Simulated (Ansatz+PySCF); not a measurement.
**singlet C₃H₃(+): levels of theory in one basis**

```yaml
atoms:
  - { symbol: C, position_ang: [0.7904, 0.0359, -0.0347] }
  - { symbol: C, position_ang: [-0.3987, 0.6637, 0.0463] }
  - { symbol: C, position_ang: [-0.3867, -0.6396, 0.0256] }
  - { symbol: H, position_ang: [1.9121, -0.0116, -0.0378] }
  - { symbol: H, position_ang: [-0.9124, 1.6294, 0.0412] }
  - { symbol: H, position_ang: [-0.9090, -1.6680, -0.0007] }
```

Basis set: def2-SVP (spherical functions). Left uncorrelated: 3 orbitals. Charge 1, multiplicity 1.

Computed with Ansatz (development build ahead of 0.2.0); each method stands on the lowest determinant of its kind that the runs found. NEVPT2 correlates all electrons. Active spaces start from the frontier orbitals, and the lowest solution found is given.

```tsv
method	E − E(RHF) (eV)	<S²> of the determinant
RHF	0.00	0.00
RHF-MP2	-9.52	–
RHF-CCSD	-10.20	–
RHF-CCSD(T)	-10.60	–
SC-NEVPT2(2,3)	-9.88	–
```

**Question.** What does CASSCF(2,3) give on the same scale?

**Answer.** -0.63 eV.

**Question.** Is a single determinant a sound starting point here?

**Answer.** By this sign, yes. Unrestricted orbitals gain 0.00 eV and <S²> is 0.00 against 0.00 for a pure state. The CASSCF(2,3) natural occupations are 1.95, 0.02, 0.02.
